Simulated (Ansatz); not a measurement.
The input, for Ansatz 0.2.0:

```yaml
crystal:
  periodic: [false, false, false]
  atoms:
    - {symbol: Sn, position_ang: [-0.023143, 0.000000, 0.000000]}
    - {symbol: H, position_ang: [1.362827, 0.000000, -0.905227]}
    - {symbol: H, position_ang: [1.362827, 0.000000, 0.905227]}
basis:
  gaussian: {orbitals: def2-SVP}
total_charge: 1
magnetization: {spin_polarized: true, initial_magnetization: 1}
correlation: {method: bccd, electrons: outside_noble_gas}
scf: {lower_state_search: off}
```

```sh
$ ansatz run in.yaml --threads 1 --pin off --events-out ev --progress --plain --max-ram 2393MiB
```

Log:

```
these checks for a lower state are left out or cut short: stability, starts, cluster_reference, orbital_swaps, neighbouring_geometries, increment
444 factors; integrals over basis functions are off by at most 1.5e-3 eV
mean field evaluation 1: about -5825.7555 eV, gradient 8.7e0 eV
mean field evaluation 2: about -5825.7628 eV, gradient 8.7e0 eV
mean field evaluation 4: about -5826.5811 eV, gradient 9.0e-1 eV
mean field evaluation 8: about -5826.5961 eV, gradient 3.5e-3 eV
mean field -5826.59605269 eV, -214.1234555278 hartree, gradient 1.1e-6 eV, S^2 0.767635; 0 other end points of the search recorded, 0 dependent functions left out
9 core orbitals not correlated: weight in the atoms' cores, before any rotation towards them, 0.998 or more for the frozen orbitals, at most 0.001 for the correlated occupied ones
reference -5826.59605269 eV, -214.1234555278 hartree; 3, 2 occupied and 24, 25 virtual orbitals, 444 factors
second order -1.57598575 eV of doubles, -0.00000000 eV of singles
cycle   1  -1.94981667 eV  change   -3.7e-1 eV  update   5.6e-2
cycle   2  -2.13420909 eV  change   -1.8e-1 eV  update   2.6e-2
cycle   3  -2.13834089 eV  change   -4.1e-3 eV  update   7.9e-3
cycle   4  -2.14048121 eV  change   -2.1e-3 eV  update   3.0e-3
cycle   5  -2.13868752 eV  change    1.8e-3 eV  update   1.3e-3
cycle   6  -2.13928215 eV  change   -5.9e-4 eV  update   4.3e-4
cycle   7  -2.13940367 eV  change   -1.2e-4 eV  update   1.1e-4
cycle   8  -2.13933369 eV  change    7.0e-5 eV  update   2.9e-5
cycle   9  -2.13934970 eV  change   -1.6e-5 eV  update   6.9e-6
cycle  10  -2.13935024 eV  change   -5.4e-7 eV  update   1.7e-6
Total energy: -5828.73540293 eV, -214.2020751988 hartree
Checks for a lower state left out: stability, starts, cluster_reference, orbital_swaps, neighbouring_geometries, increment
```

Ran on 1 thread of AMD EPYC, shared host: 1.2 s wall, 0.1 GiB peak host memory.
